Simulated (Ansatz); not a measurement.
Species: H$_{3}$Si, SMILES `[SiH3]` (charge 0, multiplicity 2).

Q: Give a relaxed geometry from r2SCAN-D4/def2-TZVP (Ansatz, a quantum-chemistry and plane-wave program).

A: the end point of this relaxation (outside a Z-matrix the atoms follow the SMILES, hydrogens last).
Z-matrix (Å, degrees):
```
Si
H 1 1.4843
H 1 1.4843 2 111.47
H 1 1.4843 2 111.47 3 125.27
```
